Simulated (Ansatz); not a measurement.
```yaml
crystal:
  periodic: [false, false, false]
  atoms:
    - {symbol: C, position_ang: [-1.393403, -0.157328, 1.084476]}
    - {symbol: C, position_ang: [-0.340793, -0.416523, 0.317382]}
    - {symbol: N, position_ang: [0.828718, -1.063640, 0.686887]}
    - {symbol: O, position_ang: [-0.321585, -0.019372, -0.999419]}
    - {symbol: C, position_ang: [0.606102, 0.951917, -1.328487]}
    - {symbol: F, position_ang: [0.145865, 2.192568, -0.965046]}
    - {symbol: H, position_ang: [-2.185035, 0.475814, 0.713698]}
    - {symbol: H, position_ang: [-1.468024, -0.565386, 2.083131]}
    - {symbol: H, position_ang: [1.115918, -1.779823, 0.033924]}
    - {symbol: H, position_ang: [0.822997, -1.401210, 1.636478]}
    - {symbol: H, position_ang: [1.557728, 0.792026, -0.814756]}
    - {symbol: H, position_ang: [0.708513, 0.935658, -2.414370]}
basis:
  gaussian: {orbitals: ANO-RCC-VTZP}
magnetization: {spin_polarized: true, initial_magnetization: 1}
hamiltonian: {xc: {name: SPW92}}
output: {forces: true}
```

```sh
$ ansatz run in.yaml --threads 4 --pin off --events-out ev --progress --plain --max-ram 10444MiB
```

It prints (some lines left out):

```
Error: a molecule whose nuclei and cores have a total charge of 48 cannot have a net charge of 0 together with 1 unpaired electrons
```

**Question.** Something in this input is off. What?

**Answer.** The number of unpaired electrons doesn't fit the electron count. The input was rejected before any iteration.
